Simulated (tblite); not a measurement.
Species: C4H5NO.
SMILES with atom numbers: `[H]/[N:4]=[C:3](/[CH:2]=[CH2:1])[CH:5]=[O:6]` (hydrogens: H7, H8 on C1; H9 on C2; H10 on N4; H11 on C5)

Geometry (GFN2-xTB, Å), atoms numbered from 1 in this order:
```xyz
11
C4H5NO angstrom
C     -1.8399    0.6253   -0.4433
C     -0.9023   -0.2690   -0.1514
C      0.4900    0.0995    0.0829
N      0.8808    1.3046    0.0166
C      1.4513   -1.0122    0.4083
O      2.6180   -0.8184    0.6182
H     -2.8647    0.3438   -0.6149
H     -1.5857    1.6692   -0.5155
H     -1.1362   -1.3227   -0.0739
H      1.8789    1.4112    0.2039
H      1.0153   -2.0289    0.4431
```

Calculated harmonic vibrations of the isolated species, GFN2-xTB (tblite), most abundant isotopes, no scaling. Against measured fundamentals such values can be off by several per cent, at times by over 20. One conformer, not necessarily the lowest.

Harmonic wavenumbers (cm⁻¹): 55.0, 106.8, 213.6, 295.3, 380.8, 447.8, 609.8, 648.9, 835.7, 865.3, 910.1, 945.6, 1012.7, 1015.9, 1083.0, 1243.9, 1315.6, 1356.2, 1385.0, 1637.0, 1675.2, 1765.1, 2768.3, 3060.0, 3108.5, 3145.6, 3297.3.

A = 10440, B = 2293, C = 1880 MHz; mass 83.037 u (most abundant isotopes); point group Cs, symmetry number 1.

What is the zero-point energy?

½Σν̃ = 17592 cm⁻¹ = 210.45 kJ/mol.

Give the ideal-gas entropy at 273.15 K and 1 bar in the rigid-rotor, harmonic-oscillator model (classical rotation).

Translation 162.15, rotation 109.25, vibration 57.19: S = 328.6 J/(mol K).

And Cp and H(273.15 K) − H(0)?

Cp = 94.35 J/(mol K), of which vibrations give 61.10 (their classical limit is 27 R = 224.5); H(273.15 K) − H(0) = 17.38 kJ/mol without the zero-point energy, 8.29 from vibrations.

Blend soft modes into free rotors: weight 1/[1 + (100 cm⁻¹/ν̃)⁴] for the oscillator and the rest for a rotor with moment μB/(μ + B), μ = h/(8π²ν), B = 10⁻⁴⁴ kg m². What vibrational entropy results?

52.24 J/(mol K) in place of 57.19, which changes −T·S at 273.15 K by +1.35 kJ/mol.

What must be added to the electronic energy to get the Gibbs energy at 273.15 K and 1 bar?

ZPE + [H(273.15 K) − H(0)] − T·S = 210.45 + 17.38 − 89.75 = 138.08 kJ/mol.

Hindered rotation and anharmonicity are outside this model. Other conformers, if any are populated, would add a mixing term that is left out.

On one thread, Arm Neoverse V1 (aarch64), on a shared host, this took 0.19 s wall. This covers the Hessian and the dipole derivatives.
